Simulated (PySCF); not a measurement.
# NaH⁺: script and output

Input:

```python
from pyscf import gto, scf
from pyscf.geomopt.geometric_solver import optimize

mol = gto.M(
    atom='Na 0 0 0; H 0 0 2.095',
    basis='pcseg-1',
    charge=1,
    spin=1,
    verbose=3,
)
mf = scf.UHF(mol)
mf = mf.density_fit(auxbasis='def2-universal-jkfit')
mf.kernel()
mol_eq = optimize(mf, maxsteps=30)
print('optimised geometry (angstrom)')
print(mol_eq.tostring('raw'))
print('orbital energies (hartree):', [e[max(0, n-3):n+3].round(4) for e, n in zip(mf.mo_energy, mol.nelec)])
```

```bash
$ OMP_NUM_THREADS=1 python input.py
```

The log (some set-up lines and the per-cycle HOMO/LUMO lines with their warnings removed):

```
converged SCF energy = -162.145948756205  <S^2> = 0.75000333  2S+1 = 2.0000033
input.py

Current date and time:

#|     Arguments passed to driver run_optimizer():      |#
customengine              <pyscf.geomopt.geometric_solver.PySCFEngine object>
logIni                    <dir>
maxiter                   30
----------------------------------------------------------
Custom engine selected.
Bonds will be generated from interatomic distances less than 1.20 times sum of covalent radii
Creating artificial bond to isolated atom: 1-2
Creating artificial bond to isolated atom: 2-1
6 internal coordinates being used (instead of 6 Cartesians)
Internal coordinate system (atoms numbered from 1):
Distance 1-2
Translation-X 1-2
Translation-Y 1-2
Translation-Z 1-2
Rotation-A 1-2
Rotation-B 1-2
Rotation-C 1-2
<class 'geometric.internal.Distance'> : 1
<class 'geometric.internal.TranslationX'> : 1
<class 'geometric.internal.TranslationY'> : 1
<class 'geometric.internal.TranslationZ'> : 1
<class 'geometric.internal.RotationA'> : 1
<class 'geometric.internal.RotationB'> : 1
<class 'geometric.internal.RotationC'> : 1
> ===== Optimization Info: ====
> Job type: Energy minimization
> Maximum number of optimization cycles: 30
> Initial / maximum trust radius (Angstrom): 0.100 / 0.300
> Convergence Criteria:
> Will converge when all 5 criteria are reached:
>  |Delta-E| < 1.00e-06
>  RMS-Grad  < 3.00e-04
>  Max-Grad  < 4.50e-04
>  RMS-Disp  < 1.20e-03
>  Max-Disp  < 1.80e-03
> === End Optimization Info ===

Geometry optimization cycle 1
Cartesian coordinates (Angstrom)
 Atom        New coordinates             dX        dY        dZ
  Na   0.000000   0.000000   0.000000    0.000000  0.000000  0.000000
   H   0.000000   0.000000   2.095000    0.000000  0.000000  0.000000

WARN: Mole.unit (angstrom) is changed to Bohr

converged SCF energy = -162.145948756205  <S^2> = 0.75000333  2S+1 = 2.0000033
--------------- DFUHF_Scanner gradients ---------------
         x                y                z
0 Na     0.0000000000     0.0000000000     0.0122193539
1 H     0.0000000000     0.0000000000    -0.0122193539
----------------------------------------------
cycle 1: E = -162.145948756  dE = -162.146  norm(grad) = 0.0172808
Step    0 : Gradient = 1.222e-02/1.222e-02 (rms/max) Energy = -162.1459487562
Hessian Eigenvalues: 5.00000e-02 5.00000e-02 5.00000e-02 ... 5.00000e-02 5.00000e-02 1.00000e-01

Geometry optimization cycle 2
Cartesian coordinates (Angstrom)
 Atom        New coordinates             dX        dY        dZ
  Na  -0.000000  -0.000000  -0.032331   -0.000000 -0.000000 -0.032331
   H   0.000000   0.000000   2.127331    0.000000  0.000000  0.032331
converged SCF energy = -162.147292743318  <S^2> = 0.75000232  2S+1 = 2.0000023
--------------- DFUHF_Scanner gradients ---------------
         x                y                z
0 Na    -0.0000000000    -0.0000000000     0.0098562560
1 H    -0.0000000000    -0.0000000000    -0.0098562560
----------------------------------------------
cycle 2: E = -162.147292743  dE = -0.00134399  norm(grad) = 0.0139389
Step    1 : Displace = 3.233e-02/3.233e-02 (rms/max) Trust = 1.000e-01 (=) Grad = 9.856e-03/9.856e-03 (rms/max) E (change) = -162.1472927433 (-1.344e-03) Quality = 1.800
Hessian Eigenvalues: 1.93390e-02 5.00000e-02 5.00000e-02 ... 5.00000e-02 5.00000e-02 5.00000e-02

Geometry optimization cycle 3
Cartesian coordinates (Angstrom)
 Atom        New coordinates             dX        dY        dZ
  Na   0.000000   0.000000  -0.167181    0.000000  0.000000 -0.134850
   H  -0.000000  -0.000000   2.262181   -0.000000 -0.000000  0.134850
converged SCF energy = -162.150554974293  <S^2> = 0.75000049  2S+1 = 2.0000005
--------------- DFUHF_Scanner gradients ---------------
         x                y                z
0 Na     0.0000000000    -0.0000000000     0.0037686612
1 H     0.0000000000     0.0000000000    -0.0037686612
----------------------------------------------
cycle 3: E = -162.150554974  dE = -0.00326223  norm(grad) = 0.00532969
Step    2 : Displace = 1.348e-01/1.348e-01 (rms/max) Trust = 1.414e-01 (+) Grad = 3.769e-03/3.769e-03 (rms/max) E (change) = -162.1505549743 (-3.262e-03) Quality = 1.299
Hessian Eigenvalues: 1.19445e-02 5.00000e-02 5.00000e-02 ... 5.00000e-02 5.00000e-02 5.00000e-02

Geometry optimization cycle 4
Cartesian coordinates (Angstrom)
 Atom        New coordinates             dX        dY        dZ
  Na   0.000000   0.000000  -0.250662    0.000000  0.000000 -0.083482
   H  -0.000000  -0.000000   2.345662    0.000000 -0.000000  0.083482
converged SCF energy = -162.151421388665  <S^2> = 0.75000018  2S+1 = 2.0000002
--------------- DFUHF_Scanner gradients ---------------
         x                y                z
0 Na     0.0000000000    -0.0000000000     0.0018915766
1 H     0.0000000000     0.0000000000    -0.0018915766
----------------------------------------------
cycle 4: E = -162.151421389  dE = -0.000866414  norm(grad) = 0.00267509
Step    3 : Displace = 8.348e-02/8.348e-02 (rms/max) Trust = 2.000e-01 (+) Grad = 1.892e-03/1.892e-03 (rms/max) E (change) = -162.1514213887 (-8.664e-04) Quality = 1.457
Hessian Eigenvalues: 5.94927e-03 5.00000e-02 5.00000e-02 ... 5.00000e-02 5.00000e-02 5.00000e-02

Geometry optimization cycle 5
Cartesian coordinates (Angstrom)
 Atom        New coordinates             dX        dY        dZ
  Na   0.000000   0.000000  -0.334788    0.000000  0.000000 -0.084126
   H  -0.000000  -0.000000   2.429788   -0.000000 -0.000000  0.084126
converged SCF energy = -162.15183464878  <S^2> = 0.75000006  2S+1 = 2.0000001
--------------- DFUHF_Scanner gradients ---------------
         x                y                z
0 Na     0.0000000000     0.0000000000     0.0008131121
1 H     0.0000000000     0.0000000000    -0.0008131121
----------------------------------------------
cycle 5: E = -162.151834649  dE = -0.00041326  norm(grad) = 0.00114991
Step    4 : Displace = 8.413e-02/8.413e-02 (rms/max) Trust = 2.828e-01 (+) Grad = 8.131e-04/8.131e-04 (rms/max) E (change) = -162.1518346488 (-4.133e-04) Quality = 1.374
Hessian Eigenvalues: 3.39192e-03 5.00000e-02 5.00000e-02 ... 5.00000e-02 5.00000e-02 5.00000e-02

Geometry optimization cycle 6
Cartesian coordinates (Angstrom)
 Atom        New coordinates             dX        dY        dZ
  Na   0.000000   0.000000  -0.398216    0.000000  0.000000 -0.063427
   H  -0.000000  -0.000000   2.493216   -0.000000 -0.000000  0.063427
converged SCF energy = -162.151968407247  <S^2> = 0.75000003  2S+1 = 2
--------------- DFUHF_Scanner gradients ---------------
         x                y                z
0 Na    -0.0000000000    -0.0000000000     0.0003408706
1 H     0.0000000000     0.0000000000    -0.0003408706
----------------------------------------------
cycle 6: E = -162.151968407  dE = -0.000133758  norm(grad) = 0.000482064
Step    5 : Displace = 6.343e-02/6.343e-02 (rms/max) Trust = 3.000e-01 (+) Grad = 3.409e-04/3.409e-04 (rms/max) E (change) = -162.1519684072 (-1.338e-04) Quality = 1.372
Hessian Eigenvalues: 1.96997e-03 5.00000e-02 5.00000e-02 ... 5.00000e-02 5.00000e-02 5.00000e-02

Geometry optimization cycle 7
Cartesian coordinates (Angstrom)
 Atom        New coordinates             dX        dY        dZ
  Na   0.000000   0.000000  -0.443998    0.000000  0.000000 -0.045783
   H  -0.000000  -0.000000   2.538998   -0.000000 -0.000000  0.045783
converged SCF energy = -162.152007176337  <S^2> = 0.75000001  2S+1 = 2
--------------- DFUHF_Scanner gradients ---------------
         x                y                z
0 Na    -0.0000000000    -0.0000000000     0.0001211985
1 H     0.0000000000     0.0000000000    -0.0001211985
----------------------------------------------
cycle 7: E = -162.152007176  dE = -3.87691e-05  norm(grad) = 0.000171401
Step    6 : Displace = 4.578e-02/4.578e-02 (rms/max) Trust = 3.000e-01 (=) Grad = 1.212e-04/1.212e-04 (rms/max) E (change) = -162.1520071763 (-3.877e-05) Quality = 1.315
Hessian Eigenvalues: 1.26954e-03 5.00000e-02 5.00000e-02 ... 5.00000e-02 5.00000e-02 5.00000e-02

Geometry optimization cycle 8
Cartesian coordinates (Angstrom)
 Atom        New coordinates             dX        dY        dZ
  Na   0.000000   0.000000  -0.469258    0.000000  0.000000 -0.025259
   H  -0.000000  -0.000000   2.564258   -0.000000 -0.000000  0.025259
converged SCF energy = -162.152014347996  <S^2> = 0.75000001  2S+1 = 2
--------------- DFUHF_Scanner gradients ---------------
         x                y                z
0 Na     0.0000000000    -0.0000000000     0.0000323941
1 H     0.0000000000     0.0000000000    -0.0000323941
----------------------------------------------
cycle 8: E = -162.152014348  dE = -7.17166e-06  norm(grad) = 4.58121e-05
Step    7 : Displace = 2.526e-02/2.526e-02 (rms/max) Trust = 3.000e-01 (=) Grad = 3.239e-05/3.239e-05 (rms/max) E (change) = -162.1520143480 (-7.172e-06) Quality = 1.240
Hessian Eigenvalues: 9.30213e-04 5.00000e-02 5.00000e-02 ... 5.00000e-02 5.00000e-02 5.00000e-02

Geometry optimization cycle 9
Cartesian coordinates (Angstrom)
 Atom        New coordinates             dX        dY        dZ
  Na   0.000000   0.000000  -0.478472   -0.000000  0.000000 -0.009214
   H  -0.000000  -0.000000   2.573472    0.000000 -0.000000  0.009214
converged SCF energy = -162.152014988555  <S^2> = 0.75000001  2S+1 = 2
--------------- DFUHF_Scanner gradients ---------------
         x                y                z
0 Na    -0.0000000000     0.0000000000     0.0000047854
1 H     0.0000000000     0.0000000000    -0.0000047854
----------------------------------------------
cycle 9: E = -162.152014989  dE = -6.40559e-07  norm(grad) = 6.76758e-06
Step    8 : Displace = 9.214e-03/9.214e-03 (rms/max) Trust = 3.000e-01 (=) Grad = 4.785e-06/4.785e-06 (rms/max) E (change) = -162.1520149886 (-6.406e-07) Quality = 1.136
Hessian Eigenvalues: 7.92798e-04 5.00000e-02 5.00000e-02 ... 5.00000e-02 5.00000e-02 5.00000e-02

Geometry optimization cycle 10
Cartesian coordinates (Angstrom)
 Atom        New coordinates             dX        dY        dZ
  Na   0.000000   0.000000  -0.480069    0.000000 -0.000000 -0.001597
   H  -0.000000  -0.000000   2.575069   -0.000000  0.000000  0.001597
converged SCF energy = -162.152015003687  <S^2> = 0.75000001  2S+1 = 2
--------------- DFUHF_Scanner gradients ---------------
         x                y                z
0 Na    -0.0000000000     0.0000000000     0.0000001796
1 H    -0.0000000000     0.0000000000    -0.0000001796
----------------------------------------------
cycle 10: E = -162.152015004  dE = -1.5132e-08  norm(grad) = 2.54011e-07
Step    9 : Displace = 1.597e-03/1.597e-03 (rms/max) Trust = 3.000e-01 (=) Grad = 1.796e-07/1.796e-07 (rms/max) E (change) = -162.1520150037 (-1.513e-08) Quality = 1.048
Hessian Eigenvalues: 7.63041e-04 5.00000e-02 5.00000e-02 ... 5.00000e-02 5.00000e-02 5.00000e-02

Geometry optimization cycle 11
Cartesian coordinates (Angstrom)
 Atom        New coordinates             dX        dY        dZ
  Na   0.000000   0.000000  -0.480131    0.000000 -0.000000 -0.000062
   H  -0.000000  -0.000000   2.575131   -0.000000  0.000000  0.000062
converged SCF energy = -162.15201500373  <S^2> = 0.75000001  2S+1 = 2
--------------- DFUHF_Scanner gradients ---------------
         x                y                z
0 Na    -0.0000000000    -0.0000000000     0.0000000599
1 H    -0.0000000000     0.0000000000    -0.0000000599
----------------------------------------------
cycle 11: E = -162.152015004  dE = -4.30589e-11  norm(grad) = 8.47576e-08
Step   10 : Displace = 6.228e-05/6.228e-05 (rms/max) Trust = 3.000e-01 (=) Grad = 5.993e-08/5.993e-08 (rms/max) E (change) = -162.1520150037 (-4.306e-11) Quality = 2.037
Hessian Eigenvalues: 7.63041e-04 5.00000e-02 5.00000e-02 ... 5.00000e-02 5.00000e-02 5.00000e-02
Converged! =D

    #| If this code has benefited your research, please support us by citing: |#
    #| Wang, L.-P.; Song, C.C. (2016) "Geometry optimization made simple with |#
    #| translation and rotation coordinates", J. Chem, Phys. 144, 214108.     |#
    #|                                     |#
optimised geometry (angstrom)
Na          0.00000000        0.00000000       -0.48013121
H          -0.00000000       -0.00000000        2.57513121
orbital energies (hartree): [array([-1.8088, -1.8088, -0.7454, -0.1619, -0.079 , -0.079 ]), array([-1.8089, -1.8084, -1.8084, -0.2051, -0.1283, -0.074 ])]
```

In short: E(SCF) = -162.145949 Eh, ⟨S²⟩ = 0.750, all at the start geometry; optimised bond 3.055 Å with E = -162.152015 Eh after 11 steps.

It ran on Arm Neoverse V1 (1 thread, shared host) in 1.7 s.

The last line lists the levels of the start geometry. No search for the lowest solution was made.
